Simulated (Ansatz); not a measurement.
**H3S+ (sulfonium) at RPA@PBE/6-31G**

Aim: the energy change on altering one bond length of H3S+ (sulfonium) at RPA@PBE/6-31G, from 2 runs. 

Program for the calculation: Ansatz 0.2.0.

9 further runs of the same task are left out: 7 that didn't finish, 2 set aside as unsound or not needed.

**1. Starting point**

H3S+ has 4 atoms, charge +1, and is taken as a singlet. SMILES: `[SH3+]`. Geometry: relaxed at GFN2-xTB.

Bond lengths: S1–H2 1.356 Å, S1–H3 1.355 Å, S1–H4 1.355 Å. Angles: H2–S1–H3 93.7°, H2–S1–H4 93.7°, H3–S1–H4 93.7°.

**2. A single-point energy at RPA@PBE/6-31G**

The input, job.yaml:

```yaml
basis:
  gaussian: {orbitals: 6-31G}
crystal:
  periodic: [false, false, false]
  atoms:
    - {symbol: S, position_ang: [0.301620, -0.100910, -0.445950]}
    - {symbol: H, position_ang: [0.848020, 0.280920, 0.734350]}
    - {symbol: H, position_ang: [-0.494150, -1.037930, 0.125030]}
    - {symbol: H, position_ang: [-0.655500, 0.857920, -0.413440]}
total_charge: 1
hamiltonian: {xc: pbe}
correlation: {method: rpa, frozen_orbitals: {H: 0, S: 5}}
accuracy: high
```

On the command line:

```sh
$ ansatz run job.yaml --threads 1 --pin off --max-ram 2610MiB --events-out events.jsonl --progress --plain --runs-dir runs
```

Standard output:

```text
Warning: RAYON_NUM_THREADS=1 ignored (pool sized by the plan → 1); use --threads N
Functional definition: PBE
  name "PBE"
  parameter kappa = 0.804
  parameter beta = 0.06672455060314922
  exchange = pbe_x(kappa = kappa, mu = beta*pi^2/3)
  correlation = pbe_c(beta = beta)
409 factors; integrals over basis functions are off by at most 3.6e-9 eV
mean field evaluation 1: about -10866.5225 eV, gradient 2.6e1 eV
mean field evaluation 2: about -10866.5042 eV, gradient 2.6e1 eV
mean field evaluation 4: about -10868.6977 eV, gradient 7.9e-1 eV
mean field evaluation 8: about -10868.7003 eV, gradient 4.9e-3 eV
mean field evaluation 16: about -10868.7003 eV, gradient 1.2e-8 eV
mean field -10868.70031911 eV, -399.4173696577 hartree, gradient 1.2e-8 eV, S^2 0.000000; 0 other end points of the search recorded, 0 dependent functions left out
5 core orbitals not correlated: weight in the atoms' cores, before any rotation towards them, 1.000 or more for the frozen orbitals, at most 0.000 for the correlated occupied ones
reference -10853.79309778 eV, -398.8695393783 hartree; 4, 4 occupied and 10, 10 virtual orbitals, 409 factors
Total energy: -10857.47422141 eV, -399.0048181764 hartree
```

It took 0.86 s on 1 thread of Arm Neoverse V2, shared host.

**3. The distorted shape, same level**

The input, in.yaml:

```yaml
crystal:
  periodic: [false, false, false]
  atoms:
    - {symbol: S, position_ang: [0.165024, -0.196365, -0.741017]}
    - {symbol: H, position_ang: [0.848020, 0.280920, 0.734350]}
    - {symbol: H, position_ang: [-0.630746, -1.133385, -0.170037]}
    - {symbol: H, position_ang: [-0.792096, 0.762465, -0.708507]}
basis:
  gaussian:
    orbitals: 6-31G
total_charge: 1
hamiltonian:
  xc: pbe
correlation:
  method: rpa
  frozen_orbitals: {H: 0, S: 5}
accuracy: high
```

On the command line:

```sh
$ ansatz run in.yaml --threads 1 --pin off --max-ram 2610MiB --events-out events.jsonl --progress --plain --runs-dir runs
```

Standard output, cut to the lines that bear on the results:

```text
Warning: RAYON_NUM_THREADS=1 ignored (pool sized by the plan → 1); use --threads N
[... 6 set-up lines as earlier in the session ...]
409 factors; integrals over basis functions are off by at most 3.3e-9 eV
mean field evaluation 1: about -10864.9576 eV, gradient 3.0e1 eV
mean field evaluation 2: about -10864.9405 eV, gradient 3.0e1 eV
mean field evaluation 4: about -10868.1123 eV, gradient 2.8e0 eV
mean field evaluation 8: about -10868.1616 eV, gradient 1.0e-2 eV
mean field evaluation 16: about -10868.1616 eV, gradient 4.6e-8 eV
mean field -10868.16163896 eV, -399.3975735274 hartree, gradient 4.7e-8 eV, S^2 0.000000; 0 other end points of the search recorded, 0 dependent functions left out
5 core orbitals not correlated: weight in the atoms' cores, before any rotation towards them, 1.000 or more for the frozen orbitals, at most 0.000 for the correlated occupied ones
reference -10852.93744043 eV, -398.8380945506 hartree; 4, 4 occupied and 10, 10 virtual orbitals, 409 factors
Total energy: -10856.97510868 eV, -398.9864761218 hartree
```

Run time: 0.87 s. Hardware: 1 thread of Arm Neoverse V2, shared host.

**4. Outcome**

At RPA@PBE/6-31G, 5 core orbitals frozen:

| quantity | value |
| --- | --- |
| first shape: total energy | -399.00482 Eh |
| first shape: RPA correlation energy (valence) | -135.3 mEh |
| distorted shape: total energy | -398.98648 Eh |
| distorted shape: RPA correlation energy (valence) | -148.4 mEh |
| energy change with the S1–H2 bond stretched from 1.356 to 1.694 Å | 0.499 eV |

In words: With the S1–H2 bond stretched from 1.356 to 1.694 Å the energy rises by 0.50 eV (11.5 kcal/mol). The first shape isn't relaxed at this level, so the change isn't measured from a minimum.
